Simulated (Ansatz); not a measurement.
# B2H4O: ionisation energy by level of theory

One table from this session's results is given with a row withheld; the runs are named, their logs left out.

Program: Ansatz 0.2.0, Gaussian basis. Level of theory: unrestricted cation, the program's frozen cores in correlated methods. These are calculated values, not measurements.

The runs, in order: UKS PBE-D4/def2-TZVPP; UKS r2SCAN-D4/def2-TZVPP; UKS PBE0-D4/def2-TZVPP; UKS B3LYP-D4/def2-TZVPP; UKS wB97X-V/def2-TZVPP; UKS wB97M-V/def2-TZVPP; UKS B2PLYP/def2-TZVPP; UHF-CCSD(T)/def2-TZVPP; UHF-MP2/def2-QZVPP; extrapolation to the limit; then −ε(HOMO) from the neutral's earlier runs with LDA (SPW92), PBE-D4, revPBE-D4, BLYP-D4, r2SCAN-D4, B97M-V, PBE0-D4, B3LYP-D4, r2SCANh-D4, r2SCAN0-D4, HSE06-D4, BHLYP-D4, CAM-B3LYP-D4, LC-ωPBE, ωB97X-V, ωB97M-V.

1 further run of the same task is left out (it didn't finish).

## The geometry

The geometry comes from an earlier relaxation with PBE0-D4 in a triple-zeta def2 set; it is a stationary point, not always the lowest conformer.

SMILES `BBO`, 7 atoms, charge 0, spin multiplicity 1.

Atoms are counted from 1 here; the program's logs count them from 0.

Bond lengths: B1–B2 1.671 Å, B1–H4 1.200 Å, B1–H5 1.200 Å, B2–O3 1.357 Å, B2–H6 1.214 Å, O3–H7 0.960 Å. Angles: B2–B1–H4 122.0°, B2–B1–H5 122.0°, H4–B1–H5 115.8°, B1–B2–O3 123.3°, B1–B2–H6 118.1°, O3–B2–H6 118.6°, B2–O3–H7 113.4°.

As a file:

| atom | x (Å) | y (Å) | z (Å) |
| --- | --- | --- | --- |
| B1 | -1.00297 | 0.18291 | -0.64254 |
| B2 | 0.32457 | 0.03314 | 0.36084 |
| O3 | 1.39176 | -0.75473 | 0.07351 |
| H4 | -1.97539 | -0.50829 | -0.51698 |
| H5 | -1.08094 | 1.05008 | -1.46781 |
| H6 | 0.33001 | 0.66305 | 1.39839 |
| H7 | 2.07416 | -0.73426 | 0.74899 |

Set-up of the first run:

The input, in.yaml:

```yaml
crystal:
  periodic: [false, false, false]
  atoms:
    - {symbol: B, position_ang: [-1.002971, 0.182913, -0.642538]}
    - {symbol: B, position_ang: [0.324573, 0.033139, 0.360837]}
    - {symbol: O, position_ang: [1.391762, -0.754733, 0.073514]}
    - {symbol: H, position_ang: [-1.975391, -0.508287, -0.516977]}
    - {symbol: H, position_ang: [-1.080944, 1.050077, -1.467807]}
    - {symbol: H, position_ang: [0.330014, 0.663048, 1.398386]}
    - {symbol: H, position_ang: [2.074156, -0.734258, 0.748986]}
basis:
  gaussian: {orbitals: def2-TZVPP}
total_charge: 1
magnetization: {spin_polarized: true, initial_magnetization: 1}
hamiltonian: {xc: pbe, dispersion: d4}
```

On the command line:

```
ansatz run in.yaml --threads 2 --pin off --events-out ev --progress --plain --max-ram 4352MiB
```

Among the steps run: Cation, UKS PBE-D4/def2-TZVPP; Cation, UKS r2SCAN-D4/def2-TZVPP; Cation, UKS PBE0-D4/def2-TZVPP; Cation, UKS B3LYP-D4/def2-TZVPP; Cation, UKS wB97X-V/def2-TZVPP; Cation, UKS wB97M-V/def2-TZVPP; Cation, UKS B2PLYP (frozen core)/def2-TZVPP; Cation, UHF-CCSD(T)/def2-TZVPP; Cation, UHF-MP2/def2-QZVPP.

One table of the session follows, with a row left open; its other results are not shown here.

Orbital estimates, from the neutral's runs:

```
  functional  −ε(HOMO) (eV)
 LDA (SPW92)           6.62
      PBE-D4           6.57
   revPBE-D4           6.54
     BLYP-D4           6.51
   r2SCAN-D4           6.84
      B97M-V           6.95
     PBE0-D4           7.94
    B3LYP-D4           7.77
  r2SCANh-D4              ?
  r2SCAN0-D4           8.11
    HSE06-D4           7.54
    BHLYP-D4           9.28
CAM-B3LYP-D4           9.40
     LC-ωPBE          10.76
     ωB97X-V          10.40
     ωB97M-V          10.23
```

**Question.** Estimate the row for r2SCANh-D4.

Worked estimate for «−ε(HOMO) (eV)». Against the share of exact exchange, r2SCAN-D4 (0, 6.84), r2SCAN0-D4 (0.25, 8.11) give a slope of 5.08 per unit share; at 0.1 the line stands at 7.35.

As computed: −ε(HOMO) (eV): 7.35. In «−ε(HOMO) (eV)» the line misses by 0.00.
